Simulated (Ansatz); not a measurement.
Geometry optimisation, Ansatz 0.2.0, RKS PBE0-D4/def2-SVP.

Input:

```yaml
crystal:
  periodic: [false, false, false]
  atoms:
    - { symbol: B, position_ang: [0.0, 0.0, 0.0] }
    - { symbol: C, position_ang: [0.0, 0.0, 1.6] }
    - { symbol: H, position_ang: [-0.9996, -0.3092, 1.9705] }
    - { symbol: H, position_ang: [0.7676, -0.7111, 1.9705] }
    - { symbol: H, position_ang: [0.232, 1.0203, 1.9705] }
    - { symbol: H, position_ang: [1.0305, 0.0, -0.595] }
    - { symbol: O, position_ang: [-1.2211, 0.0, -0.705] }
    - { symbol: H, position_ang: [-1.7308, -0.8467, -0.4965] }
basis:
  gaussian: { orbitals: def2-SVP }
hamiltonian:
  xc: pbe0
  dispersion: d4
relax:
  f_tol: 0.02
  max_steps: 40
```

Command:

```bash
$ ansatz run input.yaml --threads 1 --pin off --max-ram 2048MiB --backend cpu --events-out ev --progress --plain --runs-dir out
```

**Question.** Where does it end, and by what steps?

**Answer.** The forces met the threshold. The force dipped under the threshold on the way, but the program's further checks kept it going. After 12 steps the energy has fallen by 0.645 eV; O7 moved furthest, 0.40 Å.

| step | energy less start (eV) | largest force component (eV/Å) | accepted |
| --- | --- | --- | --- |
| 0 | 0.0000 | 2.173 | yes |
| 1 | -0.2713 | 2.468 | yes |
| 2 | -0.4551 | 1.485 | yes |
| 3 | -0.5366 | 1.939 | yes |
| 4 | -0.6192 | 0.701 | yes |
| 5 | -0.4459 | 1.660 | no |
| 6 | -0.6422 | 0.132 | yes |
| 7 | -0.6444 | 0.021 | yes |
| 8 | -0.6441 | 0.199 | no |
| 9 | -0.6446 | 0.004 | yes |
| 10 | -0.6447 | 0.024 | yes |
| 11 | -0.6447 | 0.048 | no |
| 12 | -0.6448 | 0.010 | yes |

```xyz
8
Properties=species:S:1:pos:R:3
B 0.015 -0.043 -0.013
C -0.041 -0.043 1.557
H -1.017 -0.316 1.990
H 0.721 -0.733 1.957
H 0.239 0.955 1.937
H 1.035 0.234 -0.608
O -1.040 -0.343 -0.804
H -1.833 -0.558 -0.301
```

Time of the run: 25 s on 1 thread of Arm Neoverse V1 (shared host), peak memory 0.13 GiB.
